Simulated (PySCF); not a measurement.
One ligand Y is varied and pulled off as a radical: Cd(Cl)1–Y. Gas-phase values, no solvent. One relaxed conformer stands for each flexible species; it need not be the lowest. Multiplicities are imposed; where one is given, others were not computed. Strings in code marks are SMILES.

Computed with PySCF with PBE-D3(BJ)/def2-TZVP // r2SCAN-D4/def2-SVP. 

```json
[
 {"species": "ligand removed as a radical ([Cd(Cl)])", "charge on the central atom (Mulliken) (e)": "0.41", "mean distance from the central atom to its bonded neighbours (Å)": "2.366"},
 {"species": "Y = Cl ([Cd(Cl)2])", "charge on the central atom (Mulliken) (e)": "0.74", "mean distance from the central atom to its bonded neighbours (Å)": "2.276"},
 {"species": "Y = F ([Cd(Cl)(F)])", "charge on the central atom (Mulliken) (e)": "0.86", "mean distance from the central atom to its bonded neighbours (Å)": "2.096"},
 {"species": "Y = OH ([Cd(Cl)(OH)])", "charge on the central atom (Mulliken) (e)": "0.76", "mean distance from the central atom to its bonded neighbours (Å)": "2.120"},
 {"species": "Y = CH3 ([Cd(Cl)(CH3)])", "charge on the central atom (Mulliken) (e)": "0.62", "mean distance from the central atom to its bonded neighbours (Å)": "2.197"},
 {"species": "free radical NH2 (`[NH2]`)", "charge on the central atom (Mulliken) (e)": "–", "mean distance from the central atom to its bonded neighbours (Å)": "–"}
]
```
